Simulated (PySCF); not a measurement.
Carbon: a sound run and one with changed settings

Sound run: C [He] 2s2 2p2, C⁺ [He] 2s2 2p1. Computed with PySCF 2.14 in aug-cc-pVDZ-DK, with the spin-free X2C one-electron Hamiltonian (Gaussian nucleus). The sound run starts from symmetry-adapted Hartree-Fock orbitals and uses a fine grid where one is needed.

Changed run: radial step 1.2 in ln r (0.13 in the sound run). This setting is unsound on purpose.

| species | method | sound run (hartree) | changed run (hartree) | converged |
| --- | --- | --- | --- | --- |
| C | UHF | -37.70269 | -37.70269 | yes |
| C | PBE | -37.80654 | -38.03149 | yes |
| C | M06-2X | -37.85422 | -37.84933 | yes |
| C⁺ | UHF | -37.30535 | -37.30535 | yes |
| C⁺ | PBE | -37.38169 | -37.64797 | yes |
| C⁺ | M06-2X | -37.43738 | -37.46684 | yes |

Ionisation energy of C:

| method | sound run (eV) | changed run (eV) |
| --- | --- | --- |
| UHF | 10.812 | 10.812 |
| PBE | 11.561 | 10.436 |
| M06-2X | 11.343 | 10.408 |

A coarse radial grid mis-integrates the density and the exchange-correlation energy, with errors of either sign; Hartree-Fock needs no grid.

For comparison, NIST gives 11.260 eV between the lowest levels.
